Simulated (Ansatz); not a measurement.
This geometry of C$_{3}$H$_{5}$ (8 atoms, charge 0, multiplicity 2) is a first-order saddle point.

Method: Ansatz, UKS PBE0-D4/cc-pVDZ.

```xyz
8
Properties=species:S:1:pos:R:3
C -0.522 0.949 -0.660
C 0.239 0.190 0.336
C 0.332 -1.141 0.392
H -1.540 1.289 -0.447
H -0.033 1.348 -1.554
H 0.777 0.777 1.099
H -0.177 -1.779 -0.335
H 0.922 -1.633 1.169
```

(1) Which two structures does it join? (They come from a converged band through this point; their orientation in space is the band's.)

(2) How far does it lie above each of them?

Answers

(1) No bond is made or broken. The dihedral H4–C1–C2–C3 goes from 0 to 180°. The two ends are copies of one structure, up to a mirror image or an exchange of like atoms.

Initial state:

```xyz
8
Properties=species:S:1:pos:R:3
C -0.460 0.964 -0.626
C 0.345 0.234 0.233
C 0.223 -1.126 0.464
H -1.263 0.481 -1.188
H -0.315 2.036 -0.769
H 1.136 0.772 0.768
H -0.550 -1.713 -0.039
H 0.886 -1.648 1.156
```

Final state:

```xyz
8
Properties=species:S:1:pos:R:3
C -0.459 0.965 -0.627
C 0.344 0.233 0.232
C 0.221 -1.126 0.466
H -0.313 2.037 -0.768
H -1.265 0.483 -1.187
H 1.136 0.770 0.767
H -0.550 -1.715 -0.039
H 0.886 -1.647 1.156
```

(2) 0.73 eV above the first and 0.73 eV above the second. This is the barrier of this one path; another mechanism may lie lower.

Run time: 64 s on 1 thread of AMD EPYC 9R45 96-Core Processor (Zen 5), on a shared host, peak memory 0.16 GiB.
